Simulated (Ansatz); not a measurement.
# CH3Al (triplet): wave-function methods side by side, cc-pVDZ

An exercise on one series of results from a longer session: the logs are not shown, and one member is left open.

Method: cc-pVDZ, core rule «outside noble gas», up to 6 orbitals frozen; program: Ansatz 0.2.0, Gaussian basis.

Plan: UHF; CCSD(T) on ROHF; CCSD(T) on UHF; BCCD(T) on ROHF; CISD; CCSDT(Q) on ROHF; CCSDT(Q) on UHF.

15 further runs of the same task are left out: 2 for a known fault of the program, 6 that didn't finish, 7 set aside as unsound or not needed.

## The system

The geometry is a PBE0/def2-TZVP stationary point (not a proven minimum) of the parent state, kept for this charge and spin.

5 atoms, charge 0, spin multiplicity 3.

Atoms are counted from 1 here; the program's logs count them from 0.

Bond lengths: Al1–C2 1.782 Å, Al1–H3 1.573 Å, C2–H4 1.086 Å, C2–H5 1.086 Å. Angles: C2–Al1–H3 171.1°, Al1–C2–H4 122.2°, Al1–C2–H5 122.2°, H4–C2–H5 114.3°.

As a file:

```
Al   -0.02290    0.00000    0.58495
C     0.04506    0.00000   -1.19575
H     0.16062    0.00000    2.14696
H    -0.04228    0.91251   -1.77840
H    -0.04228   -0.91251   -1.77840
```

The first run:

The input, in.yaml:

```yaml
crystal:
  periodic: [false, false, false]
  atoms:
    - {symbol: Al, position_ang: [-0.022898, 0.000000, 0.584948]}
    - {symbol: C, position_ang: [0.045057, -0.000001, -1.195748]}
    - {symbol: H, position_ang: [0.160619, 0.000001, 2.146962]}
    - {symbol: H, position_ang: [-0.042277, 0.912507, -1.778398]}
    - {symbol: H, position_ang: [-0.042277, -0.912509, -1.778397]}
basis:
  gaussian: {orbitals: cc-pVDZ}
magnetization: {spin_polarized: true, initial_magnetization: 2}
hamiltonian: {xc: hf}
output: {orbitals: {seedname: orbitals}}
```

Command:

```sh
$ ansatz run in.yaml --threads 1 --pin off --events-out ev --progress --plain --max-ram 2393MiB
```

Among the steps run: UHF; CCSD(T) on ROHF; CCSD(T) on UHF; BCCD(T) on ROHF; CISD; CCSDT(Q) on ROHF; CCSDT(Q) on UHF.

One table of the session follows, with a row left open; its other results are not shown here.

It belongs to the step «Misses and costs». 

| method | from UCCSDT(Q) (kcal/mol) |
| --- | --- |
| ROHF | +134.08 |
| UHF | +130.38 |
| RMP2 | +24.29 |
| UMP2 | +24.59 |
| CISD | +13.05 |
| RCCSD | +3.97 |
| UCCSD | +3.89 |
| RCCSD(T) | +0.78 |
| UCCSD(T) | +0.77 |
| BCCD(T) | +0.77 |
| RCCSDT | +0.20 |
| UCCSDT | ? |
| RCCSDT(Q) | +0.02 |
| UCCSDT(Q) | 0 |

Estimate the missing values for UCCSDT.

**Answer.** from UCCSDT(Q) (kcal/mol): +0.18. In the column «from UCCSDT(Q) (kcal/mol)» it lies between RCCSDT(Q) (+0.02) and RCCSDT (+0.20).

Limits of these values: Restricted and unrestricted rows rest on different reference determinants; where their highest levels disagree by more than a few hundredths of an eV, they describe different states and don't form one ladder.
